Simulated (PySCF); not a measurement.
**How the method changes the constants of NaAl**

State: ¹Σ⁺ (singlet), closed shell. Set-up: Na jorge-DZP-DKH, Al jorge-DZP-DKH; spin-free X2C with a Gaussian nucleus (PySCF 2.14). De refers to Na + Al in their high-spin ground configurations, without counterpoise correction. A positive dipole means Na(−)Al(+).

```csv
Level,Re (Å),ωe (cm⁻¹),De (eV),μ (D)
RHF-MP2,3.177,187,0.472,n/a
RHF-SCS-MP2,3.185,185,0.52,n/a
RHF-CCSD,3.189,179,0.64,n/a
RHF-CCSD(T),3.194,175,0.70,n/a
LDA,3.099,188,1.04,-1.70
PBE,3.163,181,0.82,-1.88
revPBE,3.201,176,0.76,-2.05
r²SCAN,3.185,182,0.62,-2.37
PBE0,3.151,188,0.70,-2.52
BHandHLYP,3.130,193,0.62,-2.50
ωB97X,3.107,201,0.77,-3.64
```

Which functional lies closest to RHF-CCSD(T) in De, which farthest, and by how much do they differ from it?

Closest is PBE0 (-4.3 pm in Re, +7.4 % in ωe, +0.00 eV in De against RHF-CCSD(T) in the same basis), farthest LDA (-9.5 pm in Re, +7.4 % in ωe, +0.34 eV in De). CCSD(T) converges more slowly with the basis than the functionals do and binds too weakly in this one, so the order can change at the basis-set limit.

What does the step from GGA to meta-GGA do here, going from PBE to r²SCAN?

r²SCAN less PBE: +2.2 pm in Re, +0.6 % in ωe, -0.20 eV in De. 

What does the gradient correction do here, going from LDA to PBE?

PBE less LDA: +6.4 pm in Re, -3.7 % in ωe, -0.22 eV in De. The gradient correction favours the more uneven density of free atoms, so it tends to lengthen bonds and takes away much of the overbinding of LDA; so it does here.

Correlated steps freeze 6 core orbitals. Closed-shell solutions of metal pairs were not tested for spin polarisation, which can lower them a little. Correlated levels converge slowly with the basis: in double zeta they bind strong bonds too weakly, by up to about 1 eV, and carry superposition errors of some tenths. Where the molecule has an RHF reference, its open-shell atoms are computed with UHF.
